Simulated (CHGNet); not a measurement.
# Litharge PbO

Method: the machine-learned potential CHGNet 0.3.0 (trained on PBE and PBE+U data).

Cell (relaxed at this level):

```xyz
4
Lattice="4.0448 0.0000 0.0000 0.0000 4.0448 0.0000 0.0000 0.0000 6.3748" Properties=species:S:1:pos:R:3 pbc="T T T"
Pb     2.0224     0.0000     5.1808
Pb     4.0448     2.0224     1.1940
O      2.0224     2.0224     6.3748
O      4.0448     0.0000     6.3748
```

```yaml
equilibrium_lattice_constant_a: 4.045 Å
lattice_parameter_c: 6.375 Å
```

Measured, for comparison: lattice constant a 3.975 Å (room temperature, not corrected to a static lattice, our sources range from 3.964 to 3.975; as tabulated in Canepa et al. (2012), arXiv:1204.2842); lattice parameter c 5.023 Å (room temperature, not corrected to a static lattice, our sources range from 4.995 to 5.023; as tabulated in Canepa et al. (2012), arXiv:1204.2842). Computed (rounded) less measured: lattice constant a +1.8 % (+1.8 % to +2.0 % over the range), lattice parameter c +26.9 % (+26.9 % to +27.6 % over the range).

A machine-learned potential is trained on density-functional data: it inherits that level's misses and adds fitting errors of its own.

Note: the model's c/a of 1.58 is far from the 1.26 of the starting cell; this model's volume lies 31 % above that of the starting cell (a measured, published or database cell); the cell moved over 20 % in volume from its start.
